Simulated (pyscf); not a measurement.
Thermochemistry of product channels of Cl–W(Cl)(Cl)–Cl [triplet] + H atom (H•) on the doublet surface, in kcal/mol, from ωB97M-D3(BJ)/def2-TZVP energies (ideal gas, 1 atm, RRHO with modes under 100 cm⁻¹ raised to 100, one conformer, R ln 2 for chiral ones without a mode under 150 cm⁻¹). Single points on ωB97X-D3(BJ)/def2-SVP structures (PySCF, gas phase).

```tsv
products	ΔE	ΔH(298 K)	ΔG(600 K)	ΔG(1200 K)
[Cl–WH(Cl)(Cl)–Cl]•	[?]	-41.7	-26.9	-11.1
Cl–WH(Cl)–Cl [triplet] + Cl atom (Cl•)	[?]	+20.6	+17.3	+15.0
```

Problem. Complete the blanks.

Solution. 
- [Cl–WH(Cl)(Cl)–Cl]•, ΔE: -45.7
- Cl–WH(Cl)–Cl [triplet] + Cl atom (Cl•), ΔE: +17.9

These are energies of the channels, which say nothing of barriers. Left out: orbital degeneracy and the spin-orbit lowering of Cl. Open-shell species with a d-block atom are single-reference here; other states, and whether the spin sits on metal or ligand, were not checked. Elements past Kr carry the def2 core potentials, without spin-orbit coupling.
